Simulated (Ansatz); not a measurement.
**Abstraction of H: SiH3(CN) + SiH2(SH) → SiH2(CN) + SiH3(SH)**

Species: SiH3(CN) (silyl cyanide), singlet; SiH2(SH), doublet; SiH2(CN), doublet; SiH3(SH) (sulfanylsilane), singlet. A radical takes H: the energy is the difference in strength between two Si–H bonds in different surroundings.

Shapes, held fixed at every level: PBE0-D4/def2-TZVP. Flexible molecules stand in one conformer, not always the lowest. Programs: Ansatz 0.2.0. The zero-point and thermal change to 298 K, harmonic and unscaled (PBE0-D4/def2-TZVP), is -0.4 kJ/mol.

| level | kind | ΔH(298 K) (kJ/mol) | less CCSD(T)/CBS estimate |
| --- | --- | --- | --- |
| MP2/def2-SVP | perturbation theory | +20.6 | +12.4 |
| MP2/def2-TZVPP | perturbation theory | +21.0 | +12.8 |
| PBE-D4/def2-TZVPP | GGA | +7.6 | -0.6 |
| B3LYP-D4/def2-TZVPP | global hybrid | +8.0 | -0.2 |
| PBE0-D4/def2-TZVPP | global hybrid | +6.6 | -1.6 |
| wB97X-V/def2-TZVPP | range-separated hybrid | +7.9 | -0.3 |
| CCSD(T)/def2-SVP | coupled cluster or CI | +6.5 | -1.7 |
| CCSD(T)/CBS estimate | coupled cluster or CI | +8.2 | 0.0 |

The highest level, CCSD(T)/CBS estimate, gives ΔH(298 K) = +8.2 kJ/mol; the levels span +6.5 to +21.0. The column of differences is taken from that level and isn't an error. No measured value is set beside it here. Spin contamination: SiH2(CN) (⟨S²⟩ up to 0.82). Open shells run unrestricted. The CBS estimate extrapolates MP2 from def2-TZVPP and def2-QZVPP and adds CCSD(T) − MP2 in the triple-zeta set, cores frozen.
